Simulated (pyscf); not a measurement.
Structures and frequencies: ωB97X-D3(BJ)/def2-SVP in PySCF.

### Question
For O=CH–O–SiH₃ + H₂ -> O=CH–OH + SiH₄, a four-centre exchange (singlet surface; O–Si, H–H broken, H–O, H–Si formed), PBE/def2-TZVP gives ΔE‡ = 52.7 kcal/mol and ΔE = +10.9 kcal/mol (zero: the separated reactants). In which direction and how far do r²SCAN/def2-TZVP, B3LYP-D3(BJ)/def2-TZVP, ωB97M-D3(BJ)/def2-TZVP move these?

### Answer
r²SCAN: ΔE‡ = 57.4 kcal/mol, ΔE = +13.9 kcal/mol; B3LYP-D3(BJ): ΔE‡ = 59.7 kcal/mol, ΔE = +13.8 kcal/mol; ωB97M-D3(BJ): ΔE‡ = 59.8 kcal/mol, ΔE = +13.1 kcal/mol. PBE's barrier lies under all of them, by 4.7 to 7.1 kcal/mol. Its reaction energy lies under all of them, by 2.2 to 3.0 kcal/mol. This is the saddle that the search found; another between the same sides may lie lower.
